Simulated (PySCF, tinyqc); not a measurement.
Worked calculation: RHF in the sto-6g basis, for H2O, spin multiplicity 1. The lowest restricted solution is unstable here: a spin-polarised one lies 0.0143 hartree lower (PySCF). One step of it, computed by the program tinyqc.

Task: Iteration 2: diagonalisation and new density. A level shift of 0.5 hartree raises the virtual space: F + shift (S - S D(s) S), with D(s) the density of one spin (D/2). Diagonalise F' = X^T F X, C = X C', fill 5 alpha and 5 beta electrons from the bottom; D = 2 C_occ C_occ^T. Each column has its largest component positive (the first on a tie).

extrapolated F (hartree):
```
             1O 1s      1O 2s     1O 2px     1O 2py     1O 2pz      2H 1s      3H 1s
1O 1s   -21.027997  -5.058776   0.000000   0.000186  -0.023393  -0.502292  -0.512311
1O 2s    -5.058776  -2.492877   0.000000   0.001005  -0.004447  -0.600036  -0.608937
1O 2px    0.000000   0.000000  -0.624044   0.000000   0.000000   0.000000   0.000000
1O 2py    0.000186   0.001005   0.000000  -0.304426   0.001944  -0.416078   0.419223
1O 2pz   -0.023393  -0.004447   0.000000   0.001944  -0.406433  -0.331922  -0.333791
2H 1s    -0.502292  -0.600036   0.000000  -0.416078  -0.331922  -0.339601  -0.103949
3H 1s    -0.512311  -0.608937   0.000000   0.419223  -0.333791  -0.103949  -0.345910
```

X:
```
            1O 1s      1O 2s    1O 2px     1O 2py     1O 2pz      2H 1s      3H 1s
1O 1s    1.021686  -0.126160  0.000000   0.000066  -0.003355   0.013015   0.013189
1O 2s   -0.126160   1.080072  0.000000  -0.000695   0.030417  -0.141620  -0.144187
1O 2px   0.000000   0.000000  1.000000   0.000000   0.000000   0.000000   0.000000
1O 2py   0.000066  -0.000695  0.000000   1.037369  -0.000328  -0.117057   0.118693
1O 2pz  -0.003355   0.030417  0.000000  -0.000328   1.015625  -0.073128  -0.074263
2H 1s    0.013015  -0.141620  0.000000  -0.117057  -0.073128   1.055954  -0.027744
3H 1s    0.013189  -0.144187  0.000000   0.118693  -0.074263  -0.027744   1.057604
```

D after iteration 1:
```
            1O 1s      1O 2s    1O 2px     1O 2py     1O 2pz      2H 1s      3H 1s
1O 1s    2.110487  -0.479159  0.000000  -0.000260   0.055391  -0.005505  -0.005635
1O 2s   -0.479159   2.092879  0.000000   0.001828  -0.316564  -0.031140  -0.031546
1O 2px   0.000000   0.000000  2.000000   0.000000   0.000000   0.000000   0.000000
1O 2py  -0.000260   0.001828  0.000000   1.085377  -0.001103   0.530672  -0.529037
1O 2pz   0.055391  -0.316564  0.000000  -0.001103   1.419520   0.484583   0.481840
2H 1s   -0.005505  -0.031140  0.000000   0.530672   0.484583   0.428142  -0.091265
3H 1s   -0.005635  -0.031546  0.000000  -0.529037   0.481840  -0.091265   0.423985
```

overlap S:
```
           1O 1s     1O 2s    1O 2px     1O 2py    1O 2pz     2H 1s      3H 1s
1O 1s   1.000000  0.231145  0.000000   0.000000  0.000000  0.022656   0.023112
1O 2s   0.231145  1.000000  0.000000   0.000000  0.000000  0.263505   0.267305
1O 2px  0.000000  0.000000  1.000000   0.000000  0.000000  0.000000   0.000000
1O 2py  0.000000  0.000000  0.000000   1.000000  0.000000  0.206466  -0.209016
1O 2pz  0.000000  0.000000  0.000000   0.000000  1.000000  0.138754   0.140412
2H 1s   0.022656  0.263505  0.000000   0.206466  0.138754  1.000000   0.083099
3H 1s   0.023112  0.267305  0.000000  -0.209016  0.140412  0.083099   1.000000
```

Give: F' = X^T F X; orbital energies; coefficients C; D after iteration 2.

Result:

F' = X^T F X (hartree):
```
          1        2        3        4        5        6        7
1  -20.7083  -2.5041   0.0000   0.0004  -0.0494  -0.0266  -0.0282
2   -2.5041  -1.5174   0.0000  -0.0012   0.1637  -0.3846  -0.3902
3    0.0000   0.0000  -0.6240   0.0000   0.0000   0.0000   0.0000
4    0.0004  -0.0012   0.0000   0.0457   0.0012  -0.5812   0.5838
5   -0.0494   0.1637   0.0000   0.0012  -0.2085  -0.4510  -0.4522
6   -0.0266  -0.3846   0.0000  -0.5812  -0.4510   0.2466  -0.0020
7   -0.0282  -0.3902   0.0000   0.5838  -0.4522  -0.0020   0.2465
```

orbital energies (hartree): MO1 -21.0302, MO2 -1.3769, MO3 -0.6829, MO4 -0.6240, MO5 -0.6216, MO6 0.8391, MO7 0.9772

coefficients C:
```
            MO1      MO2      MO3     MO4      MO5      MO6      MO7
1O 1s    0.9974  -0.2365  -0.0022  0.0000   0.0566   0.0791   0.0015
1O 2s    0.0115   0.9596   0.0116  0.0000  -0.3039  -0.4590  -0.0094
1O 2px   0.0000   0.0000   0.0000  1.0000   0.0000   0.0000   0.0000
1O 2py   0.0000  -0.0012   0.6664  0.0000   0.0174  -0.0095   0.8121
1O 2pz   0.0015   0.0397  -0.0210  0.0000   0.8004  -0.6330  -0.0085
2H 1s   -0.0016   0.1010   0.4115  0.0000   0.3369   0.6702  -0.6426
3H 1s   -0.0016   0.1031  -0.4277  0.0000   0.3134   0.6552   0.6624
```

D after iteration 2:
```
          1O 1s    1O 2s  1O 2px   1O 2py   1O 2pz    2H 1s    3H 1s
1O 1s    2.1077  -0.4654  0.0000  -0.0004   0.0750  -0.0146  -0.0146
1O 2s   -0.4654   2.0269  0.0000   0.0026  -0.4108  -0.0014  -0.0026
1O 2px   0.0000   0.0000  2.0000   0.0000   0.0000   0.0000   0.0000
1O 2py  -0.0004   0.0026  0.0000   0.8888  -0.0001   0.5599  -0.5594
1O 2pz   0.0750  -0.4108  0.0000  -0.0001   1.2852   0.5300   0.5278
2H 1s   -0.0146  -0.0014  0.0000   0.5599   0.5300   0.5860  -0.1200
3H 1s   -0.0146  -0.0026  0.0000  -0.5594   0.5278  -0.1200   0.5836
```
